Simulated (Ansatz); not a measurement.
The same path of CH6N (8 atoms, charge 1, multiplicity 1) was run twice with different band settings. The coordinate that changes most is the dihedral H3–C1–N2–H6.

The calculation used RKS PBE/def2-SVPD in Ansatz.

Relaxed end points:

```xyz
8
Properties=species:S:1:pos:R:3
C -0.227 0.296 -0.670
N 0.219 -0.285 0.646
H -0.040 -0.449 -1.461
H -1.303 0.525 -0.602
H 0.352 1.214 -0.860
H 0.067 0.374 1.429
H 1.227 -0.521 0.640
H -0.294 -1.154 0.877
```

```xyz
8
Properties=species:S:1:pos:R:3
C -0.227 0.296 -0.670
N 0.219 -0.285 0.646
H -0.915 -0.418 -1.152
H -0.740 1.252 -0.474
H 0.663 0.458 -1.300
H -0.579 -0.458 1.282
H 0.872 0.345 1.144
H 0.708 -1.190 0.522
```

Common settings: movable images 7; climbing image yes; optimiser quadratic models (default); start path IDPP; force threshold 0.03 eV/Å; iteration limit 60; end points relaxed.

| run | spring |
| --- | --- |
| 1 | 5.0 eV/Å² |
| 2 | 0.1 eV/Å² |

(1) What does each run give, and how far can it be trusted?

## Answers

(1) Run 1: converged after 4 iterations, highest image 0.098 eV above the first end. A vibrational analysis at the climbing image gives one clearly imaginary mode, 279i cm⁻¹: a first-order saddle point.
Run 2: converged after 4 iterations, highest image 0.098 eV above the first end. Another band between the same ends (7 images) ends at a top of the same energy, where a vibrational analysis finds 1 clearly imaginary mode.
Limits of this set-up: the dipole of an ion depends on the origin.
